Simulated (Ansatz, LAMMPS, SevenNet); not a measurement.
**Lattice constant a of hcp Ti: levels of theory against measurement**

Reference value: 2.950 Å (measured, 293 K, not corrected to a static lattice; as tabulated in Wikipedia's data pages).

### Question
What do Lennard-Jones uff-vdw, SevenNet-0, LDA, PBE, PBE-D3(BJ), r²SCAN, r²SCAN-D4, B3LYP (VWN-RPA form), Hartree–Fock give, and how far is each from the reference?

### Answer

```json
[
 {"level (code)": "Lennard-Jones uff-vdw (LAMMPS)", "value (Å)": "3.086", "difference (%)": "+4.61"},
 {"level (code)": "SevenNet-0", "value (Å)": "2.926", "difference (%)": "-0.81"},
 {"level (code)": "LDA (Ansatz)", "value (Å)": "2.864", "difference (%)": "-2.92"},
 {"level (code)": "PBE (Ansatz)", "value (Å)": "2.939", "difference (%)": "-0.37"},
 {"level (code)": "PBE-D3(BJ) (Ansatz)", "value (Å)": "2.887", "difference (%)": "-2.14"},
 {"level (code)": "r²SCAN (Ansatz)", "value (Å)": "2.936", "difference (%)": "-0.47"},
 {"level (code)": "r²SCAN-D4 (Ansatz)", "value (Å)": "2.931", "difference (%)": "-0.64"},
 {"level (code)": "B3LYP (VWN-RPA form) (Ansatz)", "value (Å)": "2.937", "difference (%)": "-0.44"},
 {"level (code)": "Hartree–Fock (Ansatz)", "value (Å)": "2.981", "difference (%)": "+1.05"}
]
```

Leaving aside Lennard-Jones uff-vdw (doubt noted below): The reference is not for a static lattice or low temperature, so close values are not ranked against it. Off by more than 1.25 %, or 1.75 % on the side where a correction would as a rule narrow the miss (bounds picked here): LDA (-2.92 %), PBE-D3(BJ) (-2.14 %).

The measured value isn't corrected to a static lattice, so vibrations enter the comparison. The crystal itself was run without spin with LDA, PBE, PBE-D3(BJ), r²SCAN, r²SCAN-D4, B3LYP (VWN-RPA form), Hartree–Fock; a magnetic state was not tried in these runs. Lennard-Jones uff-vdw: this is a force field's van der Waals term alone, without bonds or charges. Cutoffs and k meshes differ between the levels. Ansatz's density-functional and Hartree–Fock values are scalar-relativistic unless marked +SOC, with PAW data made under PBE.

Machine-learned potentials (SevenNet-0) are trained on DFT data: a solid inside that data is no test of them.

Differences are worked out from the printed values.

Ansatz is an electronic-structure program.
